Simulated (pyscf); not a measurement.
# Four-centre exchange: gallane (GaH₃) + ethylene (H₂C=CH₂) → gallane (GaH₃) + ethylene (H₂C=CH₂)

Gas phase, singlet surface, charge 0. Bonds broken: Ga1–H7, H2–C5. Bonds formed: Ga1–H2, C5–H7. Structures and frequencies: ωB97X-D3(BJ)/def2-SVP in PySCF. Correlated levels are frozen-core, on RHF or UHF. ΔMP2 is the change of the MP2 total energy from the triple- to the quadruple-zeta basis.

Transition state (Å):

```xyz
10

Ga    -1.7651    -1.4793    -0.2985
H     -1.5968     0.1502    -0.8640
H     -1.4901    -2.3321    -1.5535
H     -2.6222    -1.4224     0.9810
C     -0.3884     0.3165    -0.4249
C     -0.1896     1.3999     0.3937
H     -0.2061    -0.8477     0.1171
H      0.2084     0.2438    -1.3433
H      0.5502     2.1502     0.1106
H     -0.7473     1.5388     1.3227
```

One imaginary mode, 1018i cm⁻¹; descent along it reached the two sides named, in the forms told below.

```tsv
bond	change	reactant side (Å)	saddle	product side
Ga1–H7	breaks	1.571	1.733	3.0
H2–C5	breaks	1.095	1.296	3.3
Ga1–H2	forms	3.0	1.733	1.571
C5–H7	forms	3.4	1.297	1.095
```

Electronic energies relative to the separated reactants (kcal/mol):

```
level                             barrier  reaction energy  reverse barrier
--------------------------------  -------  ---------------  ---------------
ωB97X-D3(BJ)/def2-TZVP               51.0              0.0             51.0
PBE/def2-TZVP                        37.0              0.0             37.0
r²SCAN/def2-TZVP                     38.8              0.0             38.8
B3LYP-D3(BJ)/def2-TZVP               46.3              0.0             46.3
PBE0-D3(BJ)/def2-TZVP                41.6              0.0             41.6
M06-2X/def2-TZVP                     47.6              0.0             47.6
ωB97M-D3(BJ)/def2-TZVP               51.7              0.0             51.7
HF/def2-TZVP                         75.2              0.0             75.2
MP2/def2-QZVPP                       45.9              0.0             45.9
CCSD/def2-TZVPP                      53.5              0.0             53.5
CCSD(T)/def2-TZVPP                   48.8              0.0             48.8
CCSD(T)/def2-TZVPP + ΔMP2(QZVPP)     47.5              0.0             47.5
```

With CCSD(T)/def2-TZVPP + ΔMP2(QZVPP) energies and thermal terms (ideal gas, 1 atm, RRHO with modes under 100 cm⁻¹ raised to 100, one conformer, R ln 2 for chiral ones without a mode under 150 cm⁻¹), in kcal/mol:

```json
[
 {"T (K)": "298", "ΔH‡": "47.0", "ΔG‡": "56.8", "ΔH": "0.0", "ΔG": "0.0"},
 {"T (K)": "600", "ΔH‡": "47.2", "ΔG‡": "66.8", "ΔH": "0.0", "ΔG": "0.0"},
 {"T (K)": "900", "ΔH‡": "47.9", "ΔG‡": "76.4", "ΔH": "0.0", "ΔG": "0.0"},
 {"T (K)": "1200", "ΔH‡": "48.6", "ΔG‡": "85.8", "ΔH": "0.0", "ΔG": "0.0"}
]
```

On the reactant side the descent ends in a bound adduct, 12.2 kcal/mol under the separated species and 63.2 kcal/mol under the saddle at ωB97X-D3(BJ)/def2-TZVP. On the product side the descent ends in a bound adduct, 12.2 kcal/mol under the separated species and 63.2 kcal/mol under the saddle at ωB97X-D3(BJ)/def2-TZVP. At the saddle there is also a short C–Ga contact that neither side keeps. The same reactants have a lower exit, to H₂C=CH–GaH₂ + H₂ (barrier +34.7 kcal/mol at ωB97M-D3(BJ)/def2-TZVP, against +51.7 kcal/mol here). One saddle was located; it need not be the lowest between these sides. The CCSD(T) − MP2 part came from Ansatz, without density fitting, on the same reference. The frozen core leaves the outer d or s,p core shells of the metals and heavy elements correlated in the MP2 and CC values, and def2-TZVPP describes them poorly, which can shift differences by a few kcal/mol. Elements up to Kr have no core potential and no relativistic terms here.
